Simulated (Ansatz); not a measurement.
SnBr2 (Pnma, No. 62; cell taken from a computed entry) was calculated with PBE0 (PAW; Ansatz, an electronic-structure program).

Numerical settings: plane-wave cutoff 500 eV, 4×6×2 k mesh (along the axes of the cell as run), gaussian smearing 0.02 eV, scalar-relativistic PAW data made under PBE.

Cell (relaxed with PBEsol):

```xyz
12
Lattice="8.0854 0.0000 0.0000 0.0000 4.1538 0.0000 0.0000 0.0000 10.9039" Properties=species:S:1:pos:R:3 pbc="T T T"
Sn     2.9632     1.0384     7.1665
Sn     5.1222     3.1153     3.7374
Sn     1.0795     3.1153     1.7145
Sn     7.0059     1.0384     9.1893
Br     5.4910     1.0384     5.9398
Br     2.5944     3.1153     4.9640
Br     6.6371     3.1153     0.4879
Br     1.4483     1.0384    10.4160
Br     7.8831     1.0384     3.2735
Br     0.2023     3.1153     7.6304
Br     4.2450     3.1153     8.7254
Br     3.8404     1.0384     2.1785
```

Task: Give the computed band gap.

Result: 
band gap: 3.51 eV (on the SCF k mesh)

Note: cell and atoms aren't relaxed at this level (pressure 1.5 GPa).

Spin–orbit coupling is not included.

Static lattice: no zero-point or thermal effects.
